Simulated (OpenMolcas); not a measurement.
**H2O3 (trioxidane): HF/6-31G(d) (spherical functions)**

Aim: the vertical electron affinity of H2O3 (trioxidane) at HF/6-31G* (spherical functions), from 2 runs. 

The calculation is run with OpenMolcas 26.06.

## Step 1: The structure to begin with

H2O3: 5 atoms, total charge 0, spin state singlet. As SMILES, `OOO`. The coordinates come from a GFN2-xTB relaxation. This is a higher conformer, about 11 kJ/mol above the lowest found by a separate search.

Bond lengths: O1–O2 1.390 Å, O2–O3 1.391 Å, O1–H4 0.972 Å, O3–H5 0.972 Å. Angles: O1–O2–O3 110.7°, O2–O1–H4 106.7°, O2–O3–H5 106.5°.

## Step 2: The energy at HF/6-31G(d) (spherical functions)

The input, job.inp:

```
>>> EXPORT MOLCAS_PRINT=2

&gateway
 baslib=$CurrDir
 coord
 5
 bohr
 O     -1.85952830    -1.30903218    -0.26032867
 O     -0.24005191    -0.09276666     1.41202226
 O      2.22313050    -0.10731755     0.49533501
 H     -2.60542210    -0.00287238    -1.31519269
 H      2.48185291     1.51198877    -0.33183591
 basis=6-31Gs
 group=NoSym

&seward

&scf
 prorbitals=0
```

The basis set 6-31G* is read from a file made from the Basis Set Exchange's data (not shown).

Started as:

```console
$ export MOLCAS_MEM=1860
$ pymolcas job.inp > job.log
```

The log of the run:

```text
--- Start Module: gateway ---

                                              &GATEWAY

                       available to each process: 1.9 GB of memory, 1 thread

 Basis Set     1 Label: O.6-31GS
 Basis set is read from library:.
 basistype.tbl is not found

 Basis Set     2 Label: H.6-31GS
 Basis set is read from library:.
 basistype.tbl is not found

++    Symmetry information:
      ---------------------

                    Character Table for C1

                             E
                    a        1  x, y, xy, Rz, z, xz, Ry, yz, Rx, I
--

++    Basis set information:
      ----------------------

      Basis set label: O.6-31GS.........

      Electronic valence basis set:
      ------------------
      Associated Effective Charge   8.000000 au
      Associated Actual Charge      8.000000 au
      Nuclear Model: Point charge

      Shell  nPrim  nBasis  Cartesian Spherical Contaminant
         s      10       3        X
         p       4       2        X
         d       1       1                 X

      Basis set label: H.6-31GS.........

      Electronic valence basis set:
      ------------------
      Associated Effective Charge   1.000000 au
      Associated Actual Charge      1.000000 au
      Nuclear Model: Point charge

      Shell  nPrim  nBasis  Cartesian Spherical Contaminant
         s       4       2        X
--

++    Molecular structure info:
      -------------------------

                    ************************************************
                    **** Cartesian Coordinates / bohr, angstrom ****
                    ************************************************

     Center  Label                x              y              z                     x              y              z
        1      O1              -1.859528      -1.309032      -0.260329             -0.984020      -0.692710      -0.137760
        2      O2              -0.240052      -0.092767       1.412022             -0.127030      -0.049090       0.747210
        3      O3               2.223130      -0.107318       0.495335              1.176430      -0.056790       0.262120
        4      H4              -2.605422      -0.002872      -1.315193             -1.378730      -0.001520      -0.695970
        5      H5               2.481853       1.511989      -0.331836              1.313340       0.800110      -0.175600

                    ***************************************
                    *    InterNuclear Distances / bohr    *
                    ***************************************

               1 O1            2 O2            3 O3            4 H4            5 H5
    1 O1       0.000000
    2 O2       2.626550        0.000000
    3 O3       4.322412        2.628268        0.000000
    4 H4       1.837158        3.611199        5.157891        0.000000
    5 H5       5.177921        3.609023        1.836655        5.398348        0.000000

                    *******************************************
                    *    InterNuclear Distances / angstrom    *
                    *******************************************

               1 O1            2 O2            3 O3            4 H4            5 H5
    1 O1       0.000000
    2 O2       1.389910        0.000000
    3 O3       2.287322        1.390820        0.000000
    4 H4       0.972182        1.910964        2.729438        0.000000
    5 H5       2.740038        1.909813        0.971916        2.856683        0.000000

                    **************************************
                    *    Valence Bond Angles / degree    *
                    **************************************
                          Atom centers                 Phi
                      2 O2       1 O1       4 H4       106.66
                      1 O1       2 O2       3 O3       110.68
                      2 O2       3 O3       5 H5       106.51

           ***************************************************************
           *              Valence Dihedral Angles / degree               *
           ***************************************************************
                    Atom centers                       Phi1     Phi2     Theta
           3 O3       2 O2       1 O1       4 H4        110.68   106.66   -95.31
           1 O1       2 O2       3 O3       5 H5        110.68   106.51    96.91
--

            Nuclear Potential Energy             79.94732601 au

--- Stop Module: gateway /rc=_RC_ALL_IS_WELL_ ---

--- Start Module: seward ---

                                              &SEWARD

                       available to each process: 1.9 GB of memory, 1 thread

               SEWARD will generate:
                  Multipole Moment integrals up to order  2
                  Kinetic Energy integrals
                  Nuclear Attraction integrals (point charge)
                  One-Electron Hamiltonian integrals
                  Velocity integrals
                  Orbital angular momentum around (  0.0370  -0.4523   0.4937 )
                  Velocity quadrupole around (  0.0370  -0.4523   0.4937 )
                  Two-Electron Repulsion integrals

                   Integrals are discarded if absolute value <: 1.00E-14
                   Integral cutoff threshold is set to       <: 1.00E-16

            Nuclear Potential Energy             79.94732601 au

      Basis set specifications :
      Symmetry species         a
      Basis functions           46

--- Stop Module: seward /rc=_RC_ALL_IS_WELL_ ---

--- Start Module: scf ---

                                                &SCF

                       available to each process: 1.9 GB of memory, 1 thread

++    Input section:
      --------------

      Header of the integral files:

      Cartesian coordinates in angstrom:
      -----------------------------------------------------
      No.  Label        X            Y            Z
      -----------------------------------------------------
       1   O1        -0.98402000  -0.69271000  -0.13776000
       2   O2        -0.12703000  -0.04909000   0.74721000
       3   O3         1.17643000  -0.05679000   0.26212000
       4   H4        -1.37873000  -0.00152000  -0.69597000
       5   H5         1.31334000   0.80011000  -0.17560000
      -----------------------------------------------------
      Nuclear repulsion energy =   79.94732601
--

++    Orbital specifications:
      -----------------------

      Symmetry species               1
                                     a
      Frozen orbitals                0
      Occupied orbitals             13
      Secondary orbitals            33
      Deleted orbitals               0
      Total number of orbitals      46
      Number of basis functions     46
--

      Molecular charge                           0.000

++    Optimization specifications:
      ----------------------------

      SCF Algorithm: Conventional
      Minimized density differences are used
      Number of density matrices in core                 5
      Maximum number of NDDO SCF iterations            400
      Maximum number of HF SCF iterations              400
      Threshold for SCF energy change             1.00E-09
      Threshold for density matrix                1.00E-04
      Threshold for Fock matrix                   1.50E-04
      Threshold for linear dependence             1.00E-09
      Threshold at which DIIS is turned on        1.50E-01
      Maximum depth in the DIIS procedure                5
      Maximum depth in the BFGS Hessian update          30
      Threshold at which QNR/C2DIIS is turned on  7.50E-02
      Threshold for Norm(delta) (QNR/C2DIIS)      1.00E-03
      All orbitals punched on: SCFORB
--

      Input vectors read from INPORB
      Orbital file label: *Guess orbitals

++ Convergence information
                                   SCF        iterations: Energy and convergence statistics

Iter     Tot. SCF        One-elec.       Two-elec.     Energy      Max Dij or  Max Fij      DNorm      TNorm      AccCon     Time
         Energy          Energy          Energy        Change      Delta Norm                                                in Sec.
   1  -225.222015617  -467.928155697   162.758814067   0.00E+00    2.19E-01*   1.31E-01*    6.18E+00   8.78E+01   None         0.
   2  -225.503699245  -470.820186352   165.369161095  -2.82E-01*   4.75E-02*   3.28E-02*    1.14E+00   8.86E+01   EDIIS        0.
   3  -225.517399194  -469.835567302   164.370842096  -1.37E-02*   1.85E-02*   1.47E-02*    3.19E-01   8.83E+01   c2DIIS       0.
   4  -225.520686802  -470.171236956   164.703224141  -3.29E-03*   1.57E-02*   6.55E-03*    8.93E-02   8.84E+01   QNRc2DIIS    0.
   5  -225.520980140  -470.134095056   164.665788904  -2.93E-04*   6.78E-03*   5.85E-03*    3.04E-02   8.84E+01   QNRc2DIIS    0.
   6  -225.521209532  -470.144878501   164.676342957  -2.29E-04*   2.52E-03*   7.69E-04*    5.77E-03   8.84E+01   QNRc2DIIS    0.
   7  -225.521219082  -470.154613361   164.686068267  -9.55E-06*   9.23E-04    1.94E-04*    3.31E-03   8.84E+01   QNRc2DIIS    0.
   8  -225.521219964  -470.148227565   164.679681589  -8.82E-07*   2.65E-04    9.22E-05     7.82E-04   8.84E+01   QNRc2DIIS    0.
   9  -225.521220123  -470.151692169   164.683146033  -1.60E-07*   7.11E-05    1.78E-05     1.62E-04   8.84E+01   QNRc2DIIS    0.
  10  -225.521220134  -470.151741530   164.683195384  -1.05E-08*   4.69E-05    8.69E-06     5.74E-05   8.84E+01   QNRc2DIIS    0.
  11  -225.521220136  -470.151632756   164.683086608  -2.37E-09*   3.80E-06    1.24E-06     6.05E-05   8.84E+01   QNRc2DIIS    0.
  12  -225.521220136  -470.151621278   164.683075130  -3.24E-11    1.37E-06    3.43E-07     1.91E-04   8.84E+01   QNRc2DIIS    0.

       Convergence after  12 Iterations
--

 *****************************************************************************************************************************
 *                                             SCF/KS-DFT Program, Final results                                             *
 *                                                       Final Results                                                       *
 *****************************************************************************************************************************

::    Total SCF energy                               -225.5212201361
      One-electron energy                            -470.1516212784
      Two-electron energy                             164.6830751300
      Nuclear repulsion energy                         79.9473260122
      Kinetic energy (interpolated)                   225.1930579198
      Virial theorem                                    1.0014572484
      Total spin, S(S+1)                                0.0000000000
      Total spin, S                                     0.0000000000
      Max non-diagonal density matrix element           0.0000009531
      Max non-diagonal Fock matrix element              0.0000001256

      No orbitals printed

++    Molecular charges:
      ------------------

      Mulliken charges per centre
      ---------------------------

                O1      O2      O3      H4      H5
      Total    8.4275  8.0843  8.4285  0.5300  0.5297

      N-E     -0.4275 -0.0843 -0.4285  0.4700  0.4703

      Total electronic charge=   26.000000

      Total            charge=   -0.000000
--

++    Molecular properties:
      ---------------------

      Charge (e):
                      =   -0.0000
      Dipole Moment (debye):
      Origin of the operator (angstrom)=    0.0196   -0.2394    0.2612
                   X= -4.3299E-01               Y=  2.9081E+00               Z= -2.1552E+00           Total=  3.6455E+00
      Quadrupole Moment (debye*angstrom):
      Origin of the operator (angstrom)=    0.0196   -0.2394    0.2612
                  XX= -1.4916E+01              XY=  7.1044E-01              XZ=  9.1244E-01              YY= -1.5390E+01
                  YZ= -2.1887E+00              ZZ= -1.5725E+01
      In traceless form (debye*angstrom)
                  XX=  6.4152E-01              XY=  1.0657E+00              XZ=  1.3687E+00              YY= -6.9609E-02
                  YZ= -3.2830E+00              ZZ= -5.7191E-01
--

--- Stop Module: scf /rc=_RC_ALL_IS_WELL_ ---

.##################.
.# Happy landing! #.
.##################.

    Timing: Wall=2.02 User=1.28 System=0.45
```

It took 2.2 s on 1 thread of Arm Neoverse V1, shared host; peak memory 0.38 GiB.

(Part 1 of 2 ends here.)
